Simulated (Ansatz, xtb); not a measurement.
CH4OSi: which of two isomers lies lower

Structure a is `C[Si]O`, a singlet and structure b is `C[SiH]=O`, a singlet. Both are isolated molecules in the gas phase, relaxed with PBE0-D3(BJ)/pcseg-1; the shapes shown needn't be the lowest conformers.

a (Å):

```yaml
atoms:
  - { symbol: C, position_ang: [-0.9356, -0.5219, -1.5186] }
  - { symbol: O, position_ang: [1.6372, -0.6806, -0.5598] }
  - { symbol: Si, position_ang: [0.1166, -0.3547, 0.0714] }
  - { symbol: H, position_ang: [-0.6024, 0.1954, -2.2865] }
  - { symbol: H, position_ang: [-0.8346, -1.5310, -1.9510] }
  - { symbol: H, position_ang: [-2.0028, -0.3428, -1.3350] }
  - { symbol: H, position_ang: [1.7207, -0.8748, -1.5046] }
```

b (Å):

```xyz
7

C    -0.8886   -0.3482   -1.5560
O     2.0452   -0.9504   -1.9971
Si    0.8271   -0.8612   -1.0724
H    -1.5978   -1.1565   -1.3315
H    -0.9438   -0.1044   -2.6218
H    -1.1968    0.5268   -0.9675
H     0.9017   -1.1945    0.3827
```

Quicker runs give these differences E(b) − E(a): GFN2-xTB −37.64 kcal/mol; HF/STO-3G +28.48 kcal/mol (at GFN2-xTB geometries); r2SCAN-D4/def2-SVP −1.50 kcal/mol (at GFN2-xTB geometries).

Q: Estimate E(b) − E(a) at the level CCSD(T)/def2-TZVPP.

A: Too close to call at this level: CCSD(T)/def2-TZVPP gives E(b) − E(a) = −1.05 kcal/mol.

The same difference at several levels:

| level | geometry | E(b) − E(a) (kcal/mol) | departure from the last row (kcal/mol) | job, with rough time for the two |
| --- | --- | --- | --- | --- |
| GFN2-xTB | GFN2-xTB | −37.64 | −36.59 | optimisation, 0.086 s |
| HF/STO-3G | GFN2-xTB | +28.48 | +29.54 | single point, 0.16 s |
| r2SCAN-D4/def2-SVP | GFN2-xTB | −1.50 | −0.44 | single point, 1.2 s |
| PBE0-D3(BJ)/pcseg-1 | PBE0-D3(BJ)/pcseg-1 | −1.15 | −0.09 | optimisation, 31 s |
| HF/def2-TZVPP | PBE0-D3(BJ)/pcseg-1 | +1.80 | +2.86 | part of the CCSD(T) run |
| MP2/def2-TZVPP | PBE0-D3(BJ)/pcseg-1 | −5.32 | −4.26 | part of the CCSD(T) run |
| CCSD(T)/def2-TZVPP | PBE0-D3(BJ)/pcseg-1 | −1.05 |  | single point, 24 s |

As drawn, b has 1 O=Si, 1 Si–H in place of 1 O–Si, 1 O–H.

HF/STO-3G, HF/def2-TZVPP put the two in the other order. The largest departure from CCSD(T)/def2-TZVPP is that of GFN2-xTB, 36.59 kcal/mol.

With harmonic frequencies from PBE0-D3(BJ)/pcseg-1 (ideal gas, rigid rotor, one conformer each, 298.15 K, 1 atm): the zero-point term adds −1.10 kcal/mol; ΔH is −2.25 and ΔG −2.04 kcal/mol.

The correlated steps freeze 7 core orbitals. Codes used: Ansatz 0.2.0, xtb 6.7.1; the last row on 1 thread of Intel(R) Xeon(R) 6975P-C (Granite Rapids) on a shared host.
